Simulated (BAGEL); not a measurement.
**HF/STO-3G (density fitting with qzvpp-jkfit) run of OH− (hydroxide)**

What is the vertical ionisation energy of OH− (hydroxide) at HF/STO-3G (density fitting with qzvpp-jkfit)? 

Program for the calculation: BAGEL 1.2.2.

## (1) Starting point

OH−: 2 atoms, total charge -1, spin state singlet. As SMILES, `[OH-]`. The shape is that of a PBE0-D4/def2-TZVPD optimisation.

Bond lengths: O1–H2 0.964 Å.

## (2) A single-point energy at HF/STO-3G (density fitting with qzvpp-jkfit)

input.json reads:

```json
{ "bagel": [

{
  "title": "molecule",
  "basis": "sto-3g",
  "df_basis": "qzvpp-jkfit",
  "angstrom": true,
  "geometry": [
    { "atom": "O", "xyz": [    0.411800,   -0.131800,    0.212500 ] },
    { "atom": "H", "xyz": [   -0.411800,    0.131800,   -0.212500 ] }
  ]
},
{ "title": "hf", "charge": -1 },
{ "title": "print", "file": "orbitals.molden", "orbitals": true }

]}
```

Run with:

```
$ BAGEL_NUM_THREADS=1 BAGEL input.json > input.out
```

The program printed:

```text
* using 1 threads per process

  ===============================================================
  ===============================================================

  *** Geometry ***

  { "atom" : "O", "xyz" : [      0.778189,     -0.249066,      0.401567 ] },
  { "atom" : "H", "xyz" : [     -0.778189,      0.249066,     -0.401567 ] },

  Number of auxiliary basis functions:       95

  Since a DF basis is specified, we compute 2- and 3-index integrals:
    o Being stored without compression. Storage requirement is 0.000 GB

  Number of basis functions:        6
  Number of electrons      :        9

    * METHOD: MOLECULE                             0.02

  *** RHF ***

  === Nuclear Repulsion ===
     4.3935670399

      * DIIS with orbital gradients will be used.

  === RHF iteration (sto-3g) ===
      0        -73.93647444          0.09589608           0.00
      1        -74.05496732          0.00945665           0.00
      2        -74.05629924          0.00065619           0.00
      3        -74.05630792          0.00006572           0.00
      4        -74.05630799          0.00000049           0.00
      5        -74.05630799          0.00000000           0.00
    * SCF iteration converged.

    * Permanent dipole moment:
           (    0.100879,    -0.032287,     0.052056) a.u.

    * METHOD: HF                                   0.02

    * METHOD: PRINT                                0.00

  ===============================================================
```

Wall time 0.16 s (1 thread of Arm Neoverse V1, shared host).

## (3) Doublet neutral OH

hf.json reads:

```json
{ "bagel": [

{
  "title": "molecule",
  "basis": "sto-3g",
  "df_basis": "qzvpp-jkfit",
  "angstrom": true,
  "geometry": [
    { "atom": "O", "xyz": [       0.411800,      -0.131800,       0.212500 ] },
    { "atom": "H", "xyz": [      -0.411800,       0.131800,      -0.212500 ] }
  ]
},

{ "title": "uhf", "nopen": 1 },

{ "title": "print", "file": "orbitals.molden", "orbitals": true }

]}
```

Run with:

```
$ BAGEL_NUM_THREADS=1 BAGEL hf.json > hf.out
```

The program printed:

```text
* using 1 threads per process

  ===============================================================
  ===============================================================

  *** Geometry ***

  { "atom" : "O", "xyz" : [      0.778189,     -0.249066,      0.401567 ] },
  { "atom" : "H", "xyz" : [     -0.778189,      0.249066,     -0.401567 ] },

  Number of auxiliary basis functions:       95

  Since a DF basis is specified, we compute 2- and 3-index integrals:
    o Being stored without compression. Storage requirement is 0.000 GB

  Number of basis functions:        6
  Number of electrons      :        9

    * METHOD: MOLECULE                             0.02

  *** Open-shell HF ***

  === Nuclear Repulsion ===
     4.3935670399

      * DIIS with orbital gradients will be used.

  === UHF iteration (sto-3g) ===
      0        -74.34620545          0.06306899           0.00
      1        -74.36140501          0.00772597           0.00
      2        -74.36188734          0.00138183           0.00
      3        -74.36197013          0.00018568           0.00
      4        -74.36199839          0.00002511           0.00
      5        -74.36201081          0.00001342           0.00
      6        -74.36201446          0.00000158           0.00
      7        -74.36201451          0.00000049           0.00
      8        -74.36201452          0.00000025           0.00
      9        -74.36201453          0.00000000           0.00
    * SCF iteration converged.

    * S^2 (UHF) is 0.7531

    * Permanent dipole moment:
           (    0.432330,    -0.138371,     0.223094) a.u.

    * METHOD: UHF                                  0.03

    * METHOD: PRINT                                0.00

  ===============================================================
```

It took 0.18 s on 1 thread of Arm Neoverse V1, shared host.

## (4) Outcome

At HF/STO-3G (density fitting with qzvpp-jkfit):

| quantity | value |
| --- | --- |
| singlet OH−: total energy | -74.05631 Eh |
| singlet OH−: HOMO energy | 6.86 eV |
| singlet OH−: LUMO energy | 34.04 eV |
| singlet OH−: HOMO–LUMO gap (to an unbound level, set by the basis) | 27.18 eV |
| doublet neutral OH: total energy | -74.36201 Eh |
| doublet neutral OH: dipole moment | 1.29 D |
| doublet neutral OH: ⟨S²⟩ | 0.753 |
| vertical detachment energy (to the doublet neutral) | -8.319 eV |

What this shows: The species is unbound against losing an electron at this level, by 8.32 eV (−192 kcal/mol); missing correlation or diffuse functions can give that sign where the real anion is bound. In a minimal basis such a difference can be off by several eV, whatever the method. The HOMO (singlet OH−) lies at positive energy, 6.86 eV: the electron is unbound at this level or held by a compact basis; values depend on the basis.
